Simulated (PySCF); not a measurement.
Compound: thiopropynal, C₃H₂S.
Numbering: `[CH:1]#[C:2][CH:3]=[S:4]` (hydrogens: H5 on C1; H6 on C3)

A GFN2-xTB structure was refined with B3LYP/def2-TZVP geometry optimisation, gas phase (PySCF 2.14.0). Its GFN2-xTB values:

```tsv
coordinate	GFN2-xTB
C1≡C2	1.206 Å
C1–H5	1.050 Å
C2–C3	1.393 Å
C3=S4	1.628 Å
C3–H6	1.087 Å
C1–C2–C3	177.6°
C2–C1–H5	179.0°
C2–C3–S4	123.4°
C2–C3–H6	116.6°
S4–C3–H6	120.0°
```

**Question.** How do these coordinates change at the B3LYP/def2-TZVP level?

**Answer.** 
| coordinate | B3LYP/def2-TZVP (Å or °) | change |
| --- | --- | --- |
| C2–C3 | 1.409 | +0.016 |
| C1–H5 | 1.063 | +0.013 |
| C3–H6 | 1.091 | +0.004 |
| C3=S4 | 1.626 | -0.002 |
| C1≡C2 | 1.205 | -0.001 |
| C2–C3–H6 | 114.7 | -1.9 |
| C2–C3–S4 | 125.2 | +1.8 |
| C1–C2–C3 | 178.4 | +0.8 |
| C2–C1–H5 | 178.9 | -0.1 |
| S4–C3–H6 | 120.1 | +0.1 |

The energy falls by 0.38 kcal/mol over 7 energy and gradient evaluations, the largest force component goes from 0.0122 to 5.4e-05 Eh/bohr, and the atoms move by 0.045 Å rms after alignment. The bond that changes most is C2–C3 (alkyne carbon to thiocarbonyl carbon), which lengthens by 0.016 Å. Bonds longer at the end by more than 0.005 Å: 2 of 5; shorter: 0. Rotational constants go from 39279, 3220, 2976 to 43843, 3101, 2897 MHz.

The run used 142 basis functions and 53 SCF cycles in all. Time: 11 s of wall time; peak memory 0.50 GiB. Hardware: one thread of an AMD EPYC 9R45, no GPU, shared host.

Whether it is a minimum is left open (no frequencies).
